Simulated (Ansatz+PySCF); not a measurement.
## singlet N₂: levels of theory in one basis

```tsv
atom	x (Å)	y (Å)	z (Å)
N	0.0000	0.0000	-0.8508
N	0.0000	0.0000	0.8508
```

Basis set: STO-3G (spherical functions). Left uncorrelated: 2 orbitals. Charge 0, multiplicity 1.

Computed with Ansatz (development build ahead of 0.2.0); each method stands on the lowest determinant of its kind that the runs found.

```csv
method,E − E(RHF) (eV),<S²> of the determinant
RHF,0.00,0.00
UHF,-6.99,2.31
RHF-MP2,-2.78,–
UHF-MP2,-7.45,2.31
UHF-CCSD,-8.65,2.31
UHF-CCSD(T),-8.69,2.31
```

What does full CI (lowest root of this spin) give on the same scale?

-8.98 eV.

At such a shape the full CI root can have another spatial symmetry than the determinants, so the rows needn't describe one state.

Is a single determinant a sound starting point here?

It is doubtful. Unrestricted orbitals lower Hartree–Fock by 6.99 eV and <S²> is 2.31 where a pure state has 0.00, a sign of strong static correlation.

Caution for RHF, RHF-MP2: an unrestricted determinant lies well below. Caution for RHF, UHF, RHF-MP2, UHF-MP2, UHF-CCSD, UHF-CCSD(T): the determinant may break the point group. Caution for UHF, UHF-MP2, UHF-CCSD, UHF-CCSD(T): the unrestricted determinant is a mixture of spin states. Caution for RHF-MP2: bonds are stretched, where a single reference can fail. Caution for RHF-MP2, UHF-CCSD, UHF-CCSD(T): the program doubts this total. Caution for RHF-MP2, UHF-MP2, UHF-CCSD(T): another reference gives a lower total. Caution for UHF-MP2, UHF-CCSD, UHF-CCSD(T): large amplitudes, a single reference is doubtful.
